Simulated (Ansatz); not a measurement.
# C3H2FN: a ladder of functionals and wavefunction methods

An exercise on one series of results from a longer session: the logs are not shown, and one member is left open.

The runs use Ansatz 0.2.0, Gaussian basis; functionals in def2-TZVPP, the program's frozen cores in correlated methods.

Plan: LDA (SPW92), PBE-D4, revPBE-D4, BLYP-D4, r2SCAN-D4, B97M-V, PBE0-D4, B3LYP-D4, r2SCANh-D4, r2SCAN0-D4, HSE06-D4, BHLYP-D4, CAM-B3LYP-D4, LC-ωPBE, ωB97X-V, ωB97M-V, B2PLYP, PBE-QIDH; CCSD(T)/def2-SVP; CCSD(T)/def2-TZVPP; MP2/def2-QZVPP; extrapolation to the limit; RPA on PBE.

## The relaxed structure

The geometry comes from an earlier relaxation with PBE0-D4 in a triple-zeta def2 set; it is a stationary point, not always the lowest conformer.

7 atoms, charge 0, spin multiplicity 1.

Atoms are counted from 1 here; the program's logs count them from 0.

Bond lengths: F1–C2 1.306 Å, C2–C3 1.376 Å, C3–N4 1.263 Å, C3–C5 1.512 Å, N4–C5 1.462 Å, C5–H6 1.086 Å, C5–H7 1.087 Å. Angles: F1–C2–C3 116.9°, C2–C3–N4 160.8°, C2–C3–C5 121.4°, N4–C3–C5 62.8°, C3–N4–C5 66.9°, C3–C5–N4 50.2°, C3–C5–H6 116.5°, C3–C5–H7 118.1°, N4–C5–H6 119.2°, N4–C5–H7 117.3°, H6–C5–H7 118.0°.

Geometry (Å):

```xyz
7
C3H2FN
F    -2.42538   -0.08721   -0.03874
C    -1.35484   -0.65909    0.44300
C    -0.20867   -0.57355   -0.31416
N     0.94195   -0.82638   -0.76938
C     0.90167    0.38827    0.04252
H     0.88231    1.35576   -0.45101
H     1.32428    0.33421    1.04217
```

Set-up of the first run:

File in.yaml:

```yaml
crystal:
  periodic: [false, false, false]
  atoms:
    - {symbol: F, position_ang: [-2.425385, -0.087214, -0.038744]}
    - {symbol: C, position_ang: [-1.354839, -0.659086, 0.442998]}
    - {symbol: C, position_ang: [-0.208675, -0.573554, -0.314158]}
    - {symbol: N, position_ang: [0.941950, -0.826381, -0.769376]}
    - {symbol: C, position_ang: [0.901666, 0.388266, 0.042524]}
    - {symbol: H, position_ang: [0.882305, 1.355758, -0.451009]}
    - {symbol: H, position_ang: [1.324280, 0.334211, 1.042165]}
basis:
  gaussian: {orbitals: def2-TZVPP}
hamiltonian: {xc: lda}
output: {orbitals: {seedname: orbitals}}
```

Run with:

```bash
$ ansatz run in.yaml --threads 2 --pin off --events-out ev --progress --plain --max-ram 4352MiB
```

Steps of the session up to this table: LDA; PBE-D4 (GGA); revPBE-D4 (GGA); BLYP-D4 (GGA); r2SCAN-D4 (meta-GGA); B97M-V (meta-GGA); B3LYP-D4 (hybrid); r2SCANh-D4 (hybrid); r2SCAN0-D4 (hybrid); HSE06-D4 (hybrid); BHLYP-D4 (hybrid); CAM-B3LYP-D4 (range-separated); LC-ωPBE (range-separated); ωB97X-V (range-separated); ωB97M-V (range-separated); B2PLYP (double hybrid); PBE-QIDH (double hybrid).

One of the session's tables, all rows but one given; the rest of the session is left out.

It belongs to the step «Frontier levels by functional». 

```
  functional  HOMO (eV)  LUMO (eV)  gap (eV)
 LDA (SPW92)      -6.17      -3.88      2.29
      PBE-D4      -6.02      -3.60      2.43
   revPBE-D4      -5.96      -3.49      2.47
     BLYP-D4      -5.94      -3.47      2.47
   r2SCAN-D4      -6.34      -3.42      2.92
      B97M-V      -6.46      -3.29      3.17
     PBE0-D4      -7.43      -2.62      4.81
    B3LYP-D4      -7.23      -2.87      4.36
  r2SCANh-D4      -6.85      -3.06      3.80
  r2SCAN0-D4      -7.64      -2.51      5.14
    HSE06-D4      -7.02      -3.01      4.02
    BHLYP-D4          ?          ?         ?
CAM-B3LYP-D4      -8.87      -1.49      7.38
     LC-ωPBE     -10.20      -0.30      9.89
     ωB97X-V      -9.84      -0.32      9.52
     ωB97M-V      -9.73      -0.39      9.34
```

Q: Estimate the row for BHLYP-D4 from the others.

Worked estimate for «HOMO (eV)». Against the share of exact exchange, BLYP-D4 (0, -5.94), B3LYP-D4 (0.2, -7.23) give a slope of -6.45 per unit share; at 0.5 the line stands at -9.16.

The run gave: HOMO (eV): -8.80; LUMO (eV): -1.47; gap (eV): 7.34. In «HOMO (eV)» the line misses by -0.36.
